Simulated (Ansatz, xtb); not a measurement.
Species: propyl chloride, C$_{3}$H$_{7}$Cl, net charge 0, singlet state. 
Geometry from a B3LYP-D3(BJ)/def2-TZVP (Ansatz, a quantum-chemistry and plane-wave program) optimisation:
SMILES: CCCCl
```xyz
11

C      0.8999    -0.6398     0.0082
C      2.3773    -0.2490     0.0173
C      0.0078     0.5856    -0.0017
H      0.6640    -1.2462     0.8852
H      0.6762    -1.2516    -0.8683
H      3.0115    -1.1363     0.0244
Cl    -1.7445     0.1396    -0.0126
H      2.6384     0.3393    -0.8652
H      2.6261     0.3447     0.8998
H      0.1587     1.2011     0.8831
H      0.1710     1.1957    -0.8881
```
Charge 0, spin multiplicity 1.

Harmonic wavenumbers from GFN2-xTB (xtb, at its own minimum), cm⁻¹: 102, 225, 231, 354, 737, 780, 883, 942, 1068, 1085, 1120, 1214, 1237, 1263, 1333, 1414, 1446, 1490, 1499, 1502, 2975, 2981, 2990, 2998, 3038, 3041, 3050.

### Question
Give the harmonic wavenumbers at B3LYP-D3(BJ)/def2-TZVP (Ansatz, finite differences of forces, unscaled).

### Answer
116, 233, 237, 361, 728, 757, 875, 908, 1037, 1093, 1121, 1250, 1287, 1323, 1373, 1416, 1490, 1496, 1500, 1511, 3031, 3044, 3069, 3076, 3093, 3101, 3132 cm⁻¹. Zero-point energy 59.6 kcal/mol.

### Question
From these and the geometry, give the ideal-gas thermochemistry at 298.15 K and 1 atm (rigid rotor, harmonic oscillator).

### Answer
Point group Cs, rotational symmetry number 1. Rotational constants 26.06, 2.343, 2.239 GHz. S(trans) 39.00, S(rot) 25.27, S(vib) 9.15, S(elec, spin only) 0.00, S 73.4 cal/(mol K). H(298) - H(0) 3.96 kcal/mol; G - E(el) 41.6 kcal/mol.
